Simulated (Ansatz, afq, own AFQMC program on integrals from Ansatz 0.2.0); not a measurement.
**WSiH₂, septet in def2-SVP, levels against CCSDT(Q)**

```json
{"atom": "W", "x (Å)": "0.0000", "y (Å)": "0.0000", "z (Å)": "0.3619"}
{"atom": "Si", "x (Å)": "0.0000", "y (Å)": "0.0000", "z (Å)": "-2.1531"}
{"atom": "H", "x (Å)": "0.0000", "y (Å)": "-1.2230", "z (Å)": "-3.0031"}
{"atom": "H", "x (Å)": "0.0000", "y (Å)": "1.2230", "z (Å)": "-3.0031"}
```

Connectivity, by distances: W–SiH2.

Basis def2-SVP with its core potentials. Only valence electrons are correlated. Integrals, coupled cluster, full CI and functionals: Ansatz 0.2.0; the random walks run on the same integrals in our own AFQMC program. The CISD trial takes its coefficients from CCSD amplitudes. Released means that phaseless walkers are propagated on without the constraint, phases kept. Uncertainties: one standard error, sampling alone. No spin–orbit coupling. The metal's outer-core s and p shells are frozen, which shifts wave-function levels against functionals.

Determinant: UHF, the one that the program's search chose, which needn't be the lowest solution. The geometry is a point of a scan.

No full CI on the walks' own integrals is used here; CCSDT(Q) serves as the reference and is uncertain by about the last step of the cluster series.

Cautions: no spin-orbit coupling; outer-core shells of the metal frozen; lower spins were not checked; higher spins were not checked.

```
T1 diagnostic                               : 0.0225
weight of the determinant in the CISD state : 0.877
⟨S²⟩ of the determinant                     : 12.027
size of the correlated space                : 12 electrons in 51 orbitals
```

Reference: CCSDT(Q), correlation energy -5.361 eV. The released energy is read at 4.20 1/Eh (meV from the phaseless value at times in 1/Eh: -10.8 ± 2.2 at 0.60, -16.6 ± 2.2 at 1.20, -20 ± 3 at 2.00, -20 ± 3 at 3.00, -17 ± 5 at 4.20).

```json
{"level": "HF", "E − E(reference) (meV)": "5361.4", "share of correlation (%)": "0.00"}
{"level": "MP2", "E − E(reference) (meV)": "1039.6", "share of correlation (%)": "80.61"}
{"level": "CCSD", "E − E(reference) (meV)": "199.6", "share of correlation (%)": "96.28"}
{"level": "CCSD(T)", "E − E(reference) (meV)": "43.4", "share of correlation (%)": "99.19"}
{"level": "CCSDT", "E − E(reference) (meV)": "9.3", "share of correlation (%)": "99.83"}
{"level": "ph-AFQMC/HF", "E − E(reference) (meV)": "66.2 ± 28.4", "share of correlation (%)": "98.77"}
{"level": "ph-AFQMC/CISD", "E − E(reference) (meV)": "24.7 ± 2.7", "share of correlation (%)": "99.54"}
{"level": "released AFQMC", "E − E(reference) (meV)": "7.5 ± 5.2", "share of correlation (%)": "99.86"}
```

A walk keeps the symmetry of its determinant, which the program's search chose and which needn't be the lowest solution, so a lower state of the same spin and another symmetry isn't excluded. Released energies are given only where the last usable release times agree within the noise; a slower fall can still hide under it.
